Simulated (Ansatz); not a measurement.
# H6NSi2: the cost of one run

Program: Ansatz 0.2.0. Level of theory: RKS PBE-D4/def2-SVP. These are calculated values, not measurements.

## 1. The system as given

Bond lengths: Si1–N2 1.797 Å, N2–Si3 1.689 Å, Si1–H4 1.523 Å, Si1–H5 1.517 Å, N2–H6 1.014 Å, Si3–H7 1.505 Å, Si3–H8 1.481 Å, Si3–H9 1.466 Å. Angles: Si1–N2–Si3 100.2°, Si1–N2–H6 122.5°, Si3–N2–H6 120.1°, N2–Si1–H4 101.1°, N2–Si1–H5 97.9°, H4–Si1–H5 96.7°, N2–Si3–H7 108.9°, N2–Si3–H8 120.4°, N2–Si3–H9 108.8°, H7–Si3–H8 102.5°, H7–Si3–H9 106.7°, H8–Si3–H9 108.8°.

As a file:

```xyz
9

Si   -1.2824    0.7576   -0.4844
N     0.4802    0.6434   -0.1553
Si    0.5107   -0.7232    0.8371
H    -1.3961   -0.0701   -1.7583
H    -1.2813    2.1174   -1.1576
H     1.1782    0.7597   -0.8820
H     1.9414   -1.1325    1.0600
H    -0.1173   -1.9875    0.3904
H    -0.0334   -0.3648    2.1503
```

## 2. End point A

input.yaml reads:

```yaml
crystal:
  periodic: [false, false, false]
  atoms:
    - { symbol: Si, position_ang: [-1.2824, 0.7576, -0.48445] }
    - { symbol: "N", position_ang: [0.48019, 0.64339, -0.15533] }
    - { symbol: Si, position_ang: [0.51066, -0.72321, 0.83707] }
    - { symbol: H, position_ang: [-1.39609, -0.07005, -1.75832] }
    - { symbol: H, position_ang: [-1.28127, 2.11745, -1.15764] }
    - { symbol: H, position_ang: [1.17818, 0.7597, -0.88201] }
    - { symbol: H, position_ang: [1.94143, -1.13251, 1.05997] }
    - { symbol: H, position_ang: [-0.11727, -1.98754, 0.39038] }
    - { symbol: H, position_ang: [-0.03342, -0.36484, 2.15032] }
total_charge: -1
basis:
  gaussian: { orbitals: def2-SVP }
hamiltonian:
  xc: pbe
  dispersion: d4
relax:
  f_tol: 0.015
  max_steps: 40
output:
  orbitals: {}
```

Run with:

```console
> ansatz run input.yaml --threads 1 --pin off --max-ram 2048MiB --backend cpu --events-out ev --progress --plain --runs-dir out
```

What time and memory should one allow on 1 thread of Arm Neoverse V2, shared host?

About 20 s, with a peak of 0.11 GiB.
